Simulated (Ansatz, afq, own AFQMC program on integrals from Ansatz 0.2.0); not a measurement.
**Atomization energy of SiGeH2, singlet, worked out**

```
atom   x (Å)    y (Å)    z (Å)
  Si  0.0000  -0.0039   1.5661
  Ge  0.0000  -0.0238  -0.5845
   H  0.0000   1.3266   0.5226
   H  0.0000   0.5003  -2.0341
```

Connectivity, by distances: Si–GeH, 1 bridging H.

Basis cc-pVTZ. Noble-gas cores (and the filled d shells of Ga–Kr and In–Xe) are frozen. AFQMC by an in-house program on the Cholesky factors that Ansatz 0.2.0 writes for its CCSD(T) run. The CISD trial takes its coefficients from CCSD amplitudes. Released means that phaseless walkers are propagated on without the constraint, phases kept. Uncertainties: one standard error, sampling alone. No spin–orbit coupling.

Total energies in eV. CBS is CCSD(T) at the limit of def2-TZVPP/QZVPP (extrapolated itself); the highest rung of each member is named.

Cautions: inner d shell frozen; no relativity below Rb; no spin-orbit coupling; SiGeH₂ (singlet): higher spins were not checked, restricted determinant unstable towards unrestricted (UHF 61 meV lower, ⟨S²⟩ 0.35), (T) is large, 6 % of the CCSD correlation, its ph-AFQMC/CISD value lies 29 ± 5 meV above CCSDT(Q).

```csv
member,count,CCSD(T)/cc-pVTZ,highest rung in cc-pVTZ,which,CCSD(T)/CBS
Si (triplet),+1,-7862.2708,-7862.2931,FCI,-7862.5000
Ge (triplet),+1,-56475.2712,-56475.2863,FCI,-56475.5964
H (doublet),+2,-13.6005,-13.6005,FCI,-13.6059
"SiGeH₂, singlet",-1,-64373.3312,-64373.4000,CCSDT(Q),-64374.2801
```

Problem. Work out the best estimate of the atomization energy: the CCSD(T)/CBS difference plus the step from CCSD(T) to the highest rung.

Solution. Sums with the counts: CCSD(T)/CBS 8.9719 eV, highest rung 8.6196 eV, CCSD(T)/cc-pVTZ 8.5882 eV. The step is 8.6196 − 8.5882 = 0.0314 eV, so the best estimate is 8.9719 + (0.0314) = 9.0033 eV. The basis set is worth 0.384 eV of it. Zero-point, core-correlation and spin–orbit terms aren't in it. Past Ne the Hartree–Fock part of each CBS total tends to overshoot, since the cores don't follow the formula; that largely cancels in the difference.

Best estimates are given only where the step beyond CCSD(T) is under 0.3 eV and no member's determinant is very poor (T1 over 0.05, or 0.07 for open shells, ⟨S²⟩ too high by 0.3, two states mixed), so the hardest cases are missing from such tables.

CCSDT and higher add their correlation energy to the determinant of the CCSD(T) run, since their own runs factorise the integrals more tightly (a shift of under 2 meV). Each member of a difference takes its own highest rung, so a best estimate needn't equal the limit plus the step of one row.
